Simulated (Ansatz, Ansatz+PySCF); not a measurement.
```yaml
atoms:
  - { symbol: C, position_ang: [0.0000, 0.0000, -0.9399] }
  - { symbol: S, position_ang: [0.0000, 0.0000, 0.5379] }
  - { symbol: H, position_ang: [0.0000, -0.8553, -1.4837] }
  - { symbol: H, position_ang: [0.0000, 0.8553, -1.4837] }
```

RHF on singlet CH2S was run in several spherical basis sets with Ansatz (development build ahead of 0.2.0). Caution for RHF: no unrestricted run beside it, a lower state can exist.

**Question.** Rank the basis sets by the total energy that they give, lowest first, with the distance from the lowest.
A. 6-31G(d)
B. cc-pVTZ
C. STO-3G
D. 6-31G
E. def2-SVP
F. def2-TZVP
G. cc-pVDZ

**Answer.** B (0.00 eV), F (0.10 eV), G (0.89 eV), A (1.47 eV), D (3.06 eV), E (5.24 eV), C (133.04 eV).

Totals follow the description of the cores as much as that of the bonds, so this order isn't one of quality for chemistry.
